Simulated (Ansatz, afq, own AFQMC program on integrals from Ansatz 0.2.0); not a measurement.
# SiNH₅, singlet: AFQMC among the cluster methods

```xyz
7

N    -1.8468    0.0253   -0.0188
H    -2.1441    0.9931   -0.0188
H    -2.1441   -0.3770    0.8614
H    -0.7258    0.0253   -0.0188
Si    0.9862    0.0253   -0.0188
H     1.5984   -0.8490    1.0712
H     1.5984   -0.8490   -1.1088
```

Basis cc-pVDZ. Noble-gas cores (and the filled d shells of Ga–Kr and In–Xe) are frozen. AFQMC by an in-house program on the Cholesky factors that Ansatz 0.2.0 writes for its CCSD(T) run. ph-AFQMC/CISD is guided by a CISD state made of CCSD amplitudes; releasing the constraint for a short imaginary time cuts its bias at the price of noise, slowly where states lie close. Error bars are statistical, one sigma.

Determinant: RHF, the one that the program's search chose, which needn't be the lowest solution. The geometry is a point of a scan.

No full CI on the walks' own integrals is used here; CCSDT(Q) serves as the reference and is uncertain by about the last step of the cluster series.

Cautions: higher spins were not checked; restricted determinant unstable towards unrestricted (UHF 138 meV lower, ⟨S²⟩ 0.47).

```
T1 diagnostic                               : 0.0140
weight of the determinant in the CISD state : 0.851
size of the correlated space                : 14 electrons in 51 orbitals
```

Reference: CCSDT(Q), correlation energy -9.339 eV. The released energy is read at 2.40 1/Eh (meV from the phaseless value at times in 1/Eh: -5 ± 3 at 0.24, -11 ± 3 at 0.51, -13 ± 3 at 0.99, -2 ± 5 at 1.62, -11 ± 6 at 2.40).

```
         level  E − E(reference) (kJ/mol)  share of correlation (%)
            HF                      901.1                      0.00
           MP2                      135.8                     84.93
          CCSD                       28.2                     96.87
       CCSD(T)                        4.9                     99.46
         CCSDT                        1.9                     99.79
 ph-AFQMC/CISD                  1.2 ± 0.6                     99.87
released AFQMC                  0.1 ± 0.6                     99.98
```

Released energies are given only where the last usable release times agree within the noise; a slower fall can still hide under it.
